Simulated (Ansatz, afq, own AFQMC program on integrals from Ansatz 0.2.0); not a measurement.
## TiS, triplet: AFQMC among the cluster methods

```xyz
2

Ti    0.0000    0.0000    0.0000
S     0.0000    0.0000    2.0051
```

Basis def2-SVP. Noble-gas cores (and the filled d shells of Ga–Kr and In–Xe) are frozen. Ansatz 0.2.0 and our own AFQMC program on the same integrals; the CISD trial comes from CCSD amplitudes, and released means the phaseless constraint is let go. Uncertainties: one standard error, sampling alone. The metal's outer-core s and p shells are frozen, which shifts wave-function levels against functionals.

Determinant: ROHF, the one that the program's search chose, which needn't be the lowest solution. The geometry is a PBE0/def2-TZVP stationary point of this or a neighbouring charge and spin state.

No full CI on the walks' own integrals is used here; CCSDT(Q) serves as the reference and is uncertain by about the last step of the cluster series.

Cautions: no relativity below Rb; outer-core shells of the metal frozen; higher spins were not checked; a spin-contaminated unrestricted determinant lies lower (UHF 330 meV lower, ⟨S²⟩ 2.25); strong correlation (T1 0.068, weight of the determinant 0.81, largest double 0.07); (T) is large, 9 % of the CCSD correlation; CCSDT(Q) on the UHF determinant differs (155 meV lower), so the two series follow different states.

- T1 diagnostic: 0.0676
- weight of the determinant in the CISD state: 0.810
- size of the correlated space: 10 electrons in 35 orbitals

Reference: CCSDT(Q), correlation energy -6.406 eV. The released energy is read at 3.00 1/Eh, later times being too noisy (meV from the phaseless value at times in 1/Eh: -37 ± 9 at 0.60, -50 ± 5 at 1.20, -52 ± 6 at 2.00, -49 ± 11 at 3.00, -36 ± 21 at 4.20).

| level | E − E(reference) (meV) | share of correlation (%) |
| --- | --- | --- |
| HF | 6405.9 | 0.00 |
| MP2 | 986.1 | 84.61 |
| CCSD | 549.1 | 91.43 |
| CCSD(T) | 26.9 | 99.58 |
| CCSDT | -29.6 | 100.46 |
| ph-AFQMC/CISD | 36.7 ± 5.6 | 99.43 |
| released AFQMC | -12.4 ± 11.1 | 100.19 |

A walk keeps the symmetry of its determinant, which the program's search chose and which needn't be the lowest solution, so a lower state of the same spin and another symmetry isn't excluded. Released energies are given only where the last usable release times agree within the noise; a slower fall can still hide under it.
